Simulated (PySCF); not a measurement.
Species: cyclopropane, C3H6.
Numbering: `[CH2:1]1[CH2:2][CH2:3]1` (hydrogens: H4, H5 on C1; H6, H7 on C2; H8, H9 on C3)

Computed with PBE0-D3(BJ)/def2-TZVP geometry optimisation, gas phase in PySCF 2.14.0.

Q: Give the optimised bond lengths and angles.

A: 
| bond | length (bohr) |
| --- | --- |
| C1–C2, C1–C3, C2–C3 | 2.829 |
| C1–H4 and 5 like bonds | 2.046 |

Bonds in one row agree within 0.02 bohr and their mean is given. A selection of angles:
| angle | degrees |
| --- | --- |
| C2–C1–C3 | 60.0 |
| C2–C1–H4 | 118.1 |
| H4–C1–H5 | 114.3 |

All internal angles of the 3-membered ring C1–C2–C3 are 60.0°. All 3 C–C bonds measure 1.497 Å.

Point group: D3h (every atom within 0.08 Å of its image). No frequency check.

Time: 20 s of wall time; peak memory 0.58 GiB. Hardware: one thread, AMD EPYC 9R14 (x86_64), no GPU, shared host with 192 logical CPUs at a one-minute load of 75. That covers the optimisation of the geometry.
